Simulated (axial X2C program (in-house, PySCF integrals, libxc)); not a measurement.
# Potential curves of CH, 2c

Calculated with an in-house all-electron X2C program for linear molecules (integrals from PySCF). Two-component (2c) means X2C with spin–orbit coupling and atomic mean-field two-electron Coulomb and Gaunt terms. Basis: C dyall-v3z [7s6p2d1f], H dyall-v3z [6s2p1d] (cores contracted in-house); Gaussian nuclei, density fitting, unrestricted open shells. Masses: C 12.000 u, H 1.008 u.

State: Ω = 1/2 (⟨Sz⟩ = -0.50, ⟨Lz⟩ = 1.00 at HF). Energies in eV from the fragments at the same level (C + H). Fits are polynomials in 1 − R0/R over 0.85 to 1.23 times the lowest point R0.

```tsv
R (Å)	HF	MP2	CCSD(T)	PBE0
0.9788	-2.0691	-3.0332		-3.0984
1.0237	-2.2694	-3.2454	-3.3847	-3.3217
1.0575	-2.3524	-3.3377	-3.4841	-3.4231
1.0913	-2.3882	-3.3831	-3.5372	-3.4780
1.1250	-2.3849	-3.3897	-3.5521	-3.4946
1.1644	-2.3410	-3.3575	-3.5305	-3.4744
1.2038	-2.2623	-3.2908	-3.4754	-3.4199
1.2544	-2.1219	-3.1659	-3.3670	-3.3110
1.3162	-1.9070	-2.9699		-3.1346
1.4062	-1.5413	-2.6282		-2.8230
```

Correlated methods: 5 electrons correlated (number of frozen shells: C 1 s; H none), 105 virtual spin orbitals or spinors in MP2, 65 natural virtuals in coupled cluster.

The state is one determinant whose occupation by symmetry is held fixed; it was picked as the lowest of a PBE0 search that is not exhaustive. De is counted from the lowest determinant-based energies of the atoms at the same level, without counterpoise correction. Density functionals use the spin component along the axis (collinear). CCSD and (T) use frozen natural virtuals with an MP2 correction for the truncation; (T) itself is uncorrected, so its De runs slightly low. The 2c atoms are single determinants rather than J levels; their spin–orbit lowering is only partly caught, and De is too large by that part. This holds for MP2, CCSD(T), PBE0. Other states lie close and PBE0, whose exact exchange favours high spin, may order them wrongly; the determinant shown need not be the ground state. The nearest other 2c determinant of the search, Ω = 3/2, lies 0.00 eV up at the distance of the search. Without a current term, density functionals place determinants with orbital angular momentum somewhat too high. Coupled cluster ran on the points near the minimum only. MP2 and coupled cluster on one determinant become unreliable at the stretched end.

Task: Fit the HF curve near its minimum: give the equilibrium distance, the harmonic wavenumber and the well depth.

Result: At HF, 2c: Re = 1.105 Å, ωe ≈ 3040 cm⁻¹, De = 2.39 eV to C + H; Be follows as 14.9 cm⁻¹.

Task: What are Re, ωe and De at the MP2 level?

Result: At MP2, 2c: Re = 1.114 Å, ωe ≈ 2950 cm⁻¹, De = 3.39 eV to C + H; Be follows as 14.6 cm⁻¹.

Task: Fit the CCSD(T) curve near its minimum: give the equilibrium distance, the harmonic wavenumber and the well depth.

Result: At CCSD(T), 2c: Re = 1.123 Å, ωe ≈ 2840 cm⁻¹, De = 3.55 eV to C + H; Be follows as 14.4 cm⁻¹.

Task: What are Re, ωe and De at the PBE0 level?

Result: At PBE0, 2c: Re = 1.125 Å, ωe ≈ 2850 cm⁻¹, De = 3.49 eV to C + H; Be follows as 14.3 cm⁻¹.
